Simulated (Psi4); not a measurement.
**A workflow on CH5OSi (SMILES [CH2][SiH2]O)**

Wanted: a geometry optimisation (UMP2/6-31G*), then vibrational wavenumbers, then a single-point energy (UCCSD(T)/cc-pVDZ) of CH5OSi. 

Program for the calculation: Psi4 1.11.

## 1. The structure to begin with

CH5OSi: 8 atoms, total charge 0, spin state doublet. As SMILES, `[CH2][SiH2]O`. All atoms were displaced at random from a relaxed shape. The run starts from this shape.

Bond lengths: C1–Si2 1.885 Å, Si2–O3 1.574 Å, C1–H4 0.948 Å, C1–H5 1.191 Å, Si2–H6 1.544 Å, Si2–H7 1.575 Å, O3–H8 0.964 Å. Angles: C1–Si2–O3 116.3°, C1–Si2–H6 109.3°, C1–Si2–H7 102.3°, O3–Si2–H6 108.2°, O3–Si2–H7 109.6°, Si2–C1–H4 131.3°, Si2–C1–H5 114.9°, Si2–O3–H8 117.9°, H6–Si2–H7 111.1°, H4–C1–H5 113.6°.

## 2. A structure relaxation at UMP2/6-31G(d) (density fitting, density fitting for correlation, Cartesian functions) (run 1)

File calc.inp:

```
memory 1.6 GB

molecule {
  0 2
  C
  Si 1 1.884887
  O 2 1.573689 1 116.33671
  H 1 0.947756 2 131.33457 3 -134.84628
  H 1 1.190766 4 113.56415 2 174.09475
  H 2 1.544164 3 108.18318 1 123.36836
  H 2 1.575421 6 111.06743 3 -120.32496
  H 3 0.963718 2 117.90369 6 166.58827
  symmetry c1
}

set globals {
  reference    uhf
  geom_maxiter 60
  freeze_core  true
}

e, wfn = optimize("mp2/6-31G*", return_wfn=True)
```

Command:

```
psi4 -n 1 calc.inp calc.out
```

calc.out:

```text
[...]
  Running in c1 symmetry.
[...]
  Nuclear repulsion =  109.650682961110718
[...]
  Multiplicity = 2
[...]
  Nalpha       = 17
  Nbeta        = 16
[...]
    Number of basis functions: 59
[...]
   @DF-UHF iter   1:  -404.40473673311783   -8.79865e-01   7.61410e-03 DIIS/ADIIS
[...]
	DF-SCS-MP2 Total Energy (a.u.)     :  -404.87709001477054
	DF-SOS-MP2 Total Energy (a.u.)     :  -404.87581649761296
[...]
   @DF-UHF iter  13:  -404.55123568554978   -1.13687e-13   5.13686e-11 DIIS
[...]
   @S^2 Observed:                7.600309102E-01
[...]
  @DF-UHF Final Energy:  -404.55123568554978
   => Energetics <=
    Nuclear Repulsion Energy =            107.9096404622966787
    One-Electron Energy =                -773.2587750710824821
    Two-Electron Energy =                 260.7978989232360050
    Total Energy =                       -404.5512356855497842
  UHF NO Occupations:
  HONO-2 :   15  A 1.9991178
  HONO-1 :   16  A 1.9967084
[...]
 Multipole Moments:
 ------------------------------------------------------------------------------------
     Multipole            Electronic (a.u.)      Nuclear  (a.u.)        Total (a.u.)
 ------------------------------------------------------------------------------------
 L = 1.  Multiply by 2.5417464519 to convert [e a0] to [Debye]
 Dipole X            :         -0.0598649            0.5824656            0.5226008
 Dipole Y            :         -1.3341427            1.2918277           -0.0423149
 Dipole Z            :          1.4687887           -2.1094037           -0.6406150
 Magnitude           :                                                    0.8278223
[...]
	DF-SCS-MP2 Total Energy (a.u.)     :  -404.91275085185055
	DF-SOS-MP2 Total Energy (a.u.)     :  -404.91142365659942
	DF-SCS(N)-MP2 Total Energy (a.u.)  :  -404.70453500625587
[...]
	DF-MP2 Total Energy (a.u.)         :  -404.91540524235279
[...]
```

Standard output:

```text
Optimizer: Optimization complete!
```

Wall time 29 s (1 thread of Intel Xeon 6975P-C (Granite Rapids), shared host); peak memory 0.65 GiB.

The path in brief:

| step | energy from the first frame kept (eV) | largest force (eV/Å) |
| --- | --- | --- |
| 0 | 0.0000 | 10.0236 |
| 1 | -0.8952 | 1.9266 |
| 2 | -0.9583 | 0.4870 |
| 3 | -0.9412 | 0.4858 |
| 4 | -0.9625 | 0.3610 |
| 5 | -0.9713 | 0.0818 |
| 6 | -0.9718 | 0.0276 |
| 7 | -0.9722 | 0.0417 |
| 8 | -0.9728 | 0.0410 |
| 9 | -0.9731 | 0.0253 |
| 10 | -0.9733 | 0.0114 |
| 11 | -0.9733 | 0.0089 |
| 12 | -0.9733 | 0.0039 |

After the run. Bond lengths: C1–Si2 1.854 Å, Si2–O3 1.676 Å, C1–H4 1.086 Å, C1–H5 1.086 Å, Si2–H6 1.481 Å, Si2–H7 1.489 Å, O3–H8 0.970 Å. Angles: C1–Si2–O3 112.8°, C1–Si2–H6 111.3°, C1–Si2–H7 107.1°, O3–Si2–H6 103.9°, O3–Si2–H7 111.8°, Si2–C1–H4 122.9°, Si2–C1–H5 122.6°, Si2–O3–H8 115.8°, H6–Si2–H7 109.9°, H4–C1–H5 114.5°.

## 3. The harmonic vibrations at UMP2/6-31G(d) (density fitting, density fitting for correlation, Cartesian functions) (run 2)

File calc.py:

```python
import psi4

psi4.set_memory(1600000000)
psi4.set_num_threads(1)
psi4.set_output_file('run.log', False)

molecule = psi4.geometry("""
0 2
C
Si 1 1.853674
O 2 1.675971 1 112.80718
H 1 1.085748 2 122.8991 3 -124.33851
H 1 1.085954 4 114.48105 2 179.26352
H 2 1.480619 3 103.85853 1 120.63387
H 2 1.488786 6 109.93638 3 -119.80241
H 3 0.969602 2 115.78009 6 178.31786
""")

options = {'reference': 'uhf', 't': 600.0, 'freeze_core': True, 'rotational_symmetry_number': 1}
psi4.set_options(options)

result, w = psi4.frequency("mp2/6-31G*", return_wfn=True)
print(f'mp2/6-31G* energy: {result:.10f} Eh')
print('wavenumbers / cm^-1:', w.frequencies().np.round(1))
for k in ('ZPVE', 'ENTHALPY', 'GIBBS FREE ENERGY'):
    print(f'{k}: {psi4.variable(k):.8f} Eh')
```

Command:

```
python calc.py
```

run.log:

```text
[...]
  Running in c1 symmetry.
[...]
  Nuclear repulsion =  107.909699993778204
[...]
  Multiplicity = 2
[...]
  Nalpha       = 17
  Nbeta        = 16
[...]
    Number of basis functions: 59
[...]
   @DF-UHF iter   1:  -404.44406409708728   -9.70665e-01   7.53168e-03 ADIIS/DIIS
[...]
	DF-SCS-MP2 Total Energy (a.u.)     :  -404.91275043081259
	DF-SOS-MP2 Total Energy (a.u.)     :  -404.91142325466683
[...]
   @DF-UHF iter  18:  -404.55120761965020   -1.13687e-13   7.95837e-11 DIIS
[...]
   @S^2 Observed:                7.600319358E-01
[...]
  @DF-UHF Final Energy:  -404.55120761965020
   => Energetics <=
    Nuclear Repulsion Energy =            107.9057068325193285
    One-Electron Energy =                -773.2507320793088184
    Two-Electron Energy =                 260.7938176271393331
    Total Energy =                       -404.5512076196501994
  UHF NO Occupations:
  HONO-2 :   15  A 1.9991178
  HONO-1 :   16  A 1.9967083
[...]
	DF-SCS-MP2 Total Energy (a.u.)     :  -404.91275064322440
	DF-SOS-MP2 Total Energy (a.u.)     :  -404.91142360875824
	DF-SCS(N)-MP2 Total Energy (a.u.)  :  -404.70451747105386
[...]
	DF-MP2 Total Energy (a.u.)         :  -404.91540471215671
[...]
  ==> Harmonic Vibrational Analysis <==
[...]
  Freq [cm^-1]                 102.5583            219.7365            303.6988
[...]
  IR activ [km/mol]             0.6904             58.4025             107.5379
[...]
  Freq [cm^-1]                 528.0501            610.7017            741.9517
[...]
  Freq [cm^-1]                 765.0823            857.5652            864.9506
[...]
  Freq [cm^-1]                 942.4928            981.3187           1005.6376
[...]
  Freq [cm^-1]                1486.9693           2297.9838           2341.7521
[...]
  Freq [cm^-1]                3216.7897           3316.1769           3832.0341
[...]
```

Standard output:

```text
Warning: used thermodynamics relations inappropriate for low-frequency modes: ['102.5583' '219.7365' '303.6988' '528.0501' '610.7017']
mp2/6-31G* energy: -404.9154052418 Eh
wavenumbers / cm^-1: [ 102.6  219.7  303.7  528.1  610.7  742.   765.1  857.6  865.   942.5
  981.3 1005.6 1487.  2298.  2341.8 3216.8 3316.2 3832. ]
ZPVE: 0.05562249 Eh
ENTHALPY: -404.84178835 Eh
GIBBS FREE ENERGY: -404.92670802 Eh
```

It took 97 s on 1 thread of Intel Xeon 6975P-C (Granite Rapids), shared host; peak memory 0.67 GiB.

## 4. A single-point energy at UCCSD(T)/cc-pVDZ (run 3)

File ch5osi.py:

```python
import psi4

psi4.set_memory(1600000000)
psi4.set_num_threads(1)
psi4.core.set_output_file('ch5osi.out', False)

molecule = psi4.geometry("""
0 2
C     -0.765033     0.480894    -0.886122
Si     0.698266    -0.007407     0.141703
O      0.266526    -0.824741     1.539718
H     -0.874791     0.196979    -1.928328
H     -1.578025     1.086407    -0.496644
H      1.428252     1.181659     0.637157
H      1.590030    -0.825769    -0.725202
H     -0.251810    -1.634147     1.411974
units angstrom
""")

psi4.set_options({
    'basis': 'cc-pVDZ',
    'reference': 'uhf',
    'scf_type': 'pk',
    'freeze_core': True,
})

E = psi4.energy("ccsd(t)")
print('E =', round(E, 9))
for k, v in sorted(psi4.core.scalar_variables().items()):
    print(f'{k:45s} {v:18.10f}')
```

Command:

```
python ch5osi.py
```

ch5osi.out:

```text
[...]
  Running in c1 symmetry.
[...]
  Nuclear repulsion =  107.909651067745983
[...]
  Multiplicity = 2
[...]
  Nalpha       = 17
  Nbeta        = 16
[...]
    Number of basis functions: 71
[...]
   @UHF iter   1:  -404.46190736812366   -9.15570e-01   6.30484e-03 DIIS/ADIIS
[...]
   @UHF iter  14:  -404.57499812312597   -6.99174e-12   6.77588e-09 DIIS
[...]
   @S^2 Observed:                7.599378766E-01
[...]
  @UHF Final Energy:  -404.57499812312597
   => Energetics <=
    Nuclear Repulsion Energy =            107.9096510677459833
    One-Electron Energy =                -773.1979329684545519
    Two-Electron Energy =                 260.7132837775826602
    Total Energy =                       -404.5749981231259653
  UHF NO Occupations:
  HONO-2 :   15  A 1.9992222
  HONO-1 :   16  A 1.9966331
[...]
 Multipole Moments:
 ------------------------------------------------------------------------------------
     Multipole            Electronic (a.u.)      Nuclear  (a.u.)        Total (a.u.)
 ------------------------------------------------------------------------------------
 L = 1.  Multiply by 2.5417464519 to convert [e a0] to [Debye]
 Dipole X            :          0.3638354           -0.8433231           -0.4794877
 Dipole Y            :         -0.8768558            0.5896669           -0.2871889
 Dipole Z            :          1.7930919           -2.3235245           -0.5304326
 Magnitude           :                                                    0.7705483
[...]
      * MP2 total energy                      = -404.979773895045696
[...]
      * CCSD total energy                     = -405.020480760640851
[...]
      * CCSD(T) total energy                     = -405.030182647001823
```

Wall time 29 s (1 thread of Intel Xeon 6975P-C (Granite Rapids), shared host); peak memory 0.41 GiB.

## 5. Summary of results

| quantity | value |
| --- | --- |
| run 1, UMP2/6-31G*: total energy at the end | -404.91541 Eh |
| run 1, UMP2/6-31G*: HOMO energy (Hartree–Fock orbitals) (highest over α and β) | -10.65 eV |
| run 1, UMP2/6-31G*: LUMO energy (Hartree–Fock orbitals) (lowest over α and β) | 2.24 eV |
| run 1, UMP2/6-31G*: correlation energy (7 core orbitals frozen) | -364.2 mEh |
| run 1, UMP2/6-31G*: ⟨S²⟩ of the reference determinant | 0.760 |
| run 2, UMP2/6-31G*: correlation energy | -364.2 mEh |
| run 2, UMP2/6-31G*: lowest harmonic wavenumber | 103 cm⁻¹ |
| run 2, UMP2/6-31G*: highest harmonic wavenumber | 3832 cm⁻¹ |
| run 2, UMP2/6-31G*: zero-point energy | 146.0 kJ/mol |
| run 2, UMP2/6-31G*: ideal-gas entropy at 600 K (symmetry number 1 as used) | 88.8 cal/(mol K) |
| run 3, UCCSD(T)/cc-pVDZ: total energy | -405.03018 Eh |
| run 3, UCCSD(T)/cc-pVDZ: HOMO energy (Hartree–Fock orbitals) (highest over α and β) | -10.64 eV |
| run 3, UCCSD(T)/cc-pVDZ: LUMO energy (Hartree–Fock orbitals) (lowest over α and β) | 2.22 eV |
| run 3, UCCSD(T)/cc-pVDZ: correlation energy (7 core orbitals frozen) | -455.2 mEh |
| run 3, UCCSD(T)/cc-pVDZ: (T) correction | -9.70 mEh |
| run 3, UCCSD(T)/cc-pVDZ: ⟨S²⟩ of the reference determinant | 0.760 |
| run 3, UCCSD(T)/cc-pVDZ: T1 diagnostic | 0.017 |

The optimisation (run 1, UMP2/6-31G*) took 13 steps and changed the energy by -0.973 eV. All 18 modes (run 2, UMP2/6-31G*) are real, so the shape is a minimum at this level. The triples (run 3, UCCSD(T)/cc-pVDZ) make up 2.1 % of the correlation energy.
